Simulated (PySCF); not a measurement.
# CCl and its ions

UHF-MP2; PySCF, no relativity, basis sets C def2-TZVPPD, Cl def2-TZVPPD. Neutral (UHF): doublet (π ↑), Re = 1.639 Å, ωe = 901 cm⁻¹, De = 4.13 eV.

CCl⁺ (RHF): singlet (closed shell), Re = 1.531 Å, ωe = 1240 cm⁻¹, De = 6.72 eV to C⁺ + Cl. The energies at the minima are -497.54720 hartree for CCl and -497.22928 for CCl⁺.

(1) Work out the adiabatic ionisation energy, without and with harmonic zero-point energies (1 hartree = 27.2114 eV, 1 eV = 8065.5 cm⁻¹), and the change of the bond length.

CCl⁻ (UHF): triplet (π ↑↑), Re = 1.858 Å, ωe = 514 cm⁻¹, De = 1.65 eV to C + Cl⁻. The energies at the minima are -497.54720 hartree for CCl and -497.58798 for CCl⁻.

(2) Work out the adiabatic electron affinity, without and with harmonic zero-point energies (1 hartree = 27.2114 eV, 1 eV = 8065.5 cm⁻¹), and the change of the bond length.

Correlated steps freeze 6 core orbitals. For an ion De counts to the pair picked by the measured ionisation energies or electron affinities, which need not be the lowest pair at this level. Where the molecule has an RHF reference, its open-shell atoms are computed with UHF. States were picked by a PBE0 search and need not be the measured ground states.

Neutral and ion stand on different kinds of reference determinant, which adds to the error of the difference.

Answers

(1) At MP2: 0.31792 hartree = 8.651 eV between the minima; the zero-point term (1240.0 − 901.0)/2 cm⁻¹ = +0.021 eV makes it 8.672 eV. Re changes by -10.8 pm against the neutral. The electron leaves a π orbital, and the shorter bond of the ion fits an antibonding orbital, or a change in how ionic the bond is.

(2) At UHF-MP2: 0.04078 hartree = 1.110 eV between the minima; the zero-point term (901.0 − 514.0)/2 cm⁻¹ = +0.024 eV makes it 1.134 eV. Re changes by +21.9 pm against the neutral. The electron enters a π orbital, and the ion is left as a loose complex of an ion and an atom.
